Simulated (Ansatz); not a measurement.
Input (CCSDTQ/cc-pV(D+d)Z; Ansatz, a first-principles code): A basis named .json is the Basis Set Exchange file of that set.

Ansatz 0.2 input:
```yaml
crystal:
  periodic: [false, false, false]
  atoms:
    - {symbol: O, position_ang: [-0.00000000, -0.00000000, -1.68048500]}
    - {symbol: C, position_ang: [-0.00000000, -0.00000000, -0.52503293]}
    - {symbol: S, position_ang: [0.00000000, 0.00000000, 1.03712985]}
basis:
  gaussian:
    orbitals: cc-pV_D+d_Z.json
magnetization: {spin_polarized: false}
correlation: {method: ccsdtq, electrons: outside_noble_gas}
```

Output:

```
Functional definition: HF
integrals: 0.03 GiB planned
886 factors; integrals over basis functions are off by at most 1.3e-7 eV
mean field: 0.14 GiB planned
mean field evaluation 1: about -13884.1173 eV, gradient 2.9e1 eV
mean field evaluation 2: about -13884.1241 eV, gradient 2.9e1 eV
mean field evaluation 4: about -13885.8275 eV, gradient 2.3e0 eV
mean field evaluation 8: about -13885.8483 eV, gradient 3.9e-4 eV
mean field evaluation 16: about -13885.8387 eV, gradient 2.0e-1 eV
mean field -13885.84833864 eV, -510.2955142790 hartree, gradient 2.9e-6 eV, S^2 0.000000; 0 other end points of the search recorded, 0 dependent functions left out
7 core orbitals not correlated
reference -13885.84833864 eV, -510.2955142790 hartree; 8, 8 occupied and 36, 36 virtual orbitals, 886 factors
second order -11.88981628 eV of doubles, -0.00000000 eV of singles
coupled cluster: 12.20 GiB planned
cycle   1  -11.53331100 eV  change    3.6e-1 eV  update   1.4e-1
cycle   2  -12.26951406 eV  change   -7.4e-1 eV  update   9.8e-2
cycle   3  -12.70266661 eV  change   -4.3e-1 eV  update   3.0e-2
cycle   4  -12.67672109 eV  change    2.6e-2 eV  update   1.3e-2
cycle   5  -12.67078497 eV  change    5.9e-3 eV  update   5.2e-3
cycle   6  -12.68007765 eV  change   -9.3e-3 eV  update   3.7e-3
cycle   7  -12.68112957 eV  change   -1.1e-3 eV  update   9.8e-4
cycle   8  -12.67935547 eV  change    1.8e-3 eV  update   6.2e-4
cycle   9  -12.67927253 eV  change    8.3e-5 eV  update   1.6e-4
cycle  10  -12.67950299 eV  change   -2.3e-4 eV  update   9.6e-5
cycle  11  -12.67946048 eV  change    4.3e-5 eV  update   4.1e-5
cycle  12  -12.67942198 eV  change    3.8e-5 eV  update   1.6e-5
cycle  13  -12.67942043 eV  change    1.5e-6 eV  update   9.9e-6
cycle  14  -12.67940487 eV  change    1.6e-5 eV  update   4.0e-6
cycle  15  -12.67940019 eV  change    4.7e-6 eV  update   1.7e-6
cycle  16  -12.67940130 eV  change   -1.1e-6 eV  update   8.8e-7
coupled cluster: 12.20 GiB planned
Total energy: -13898.52773994 eV, -510.7614736823 hartree
```
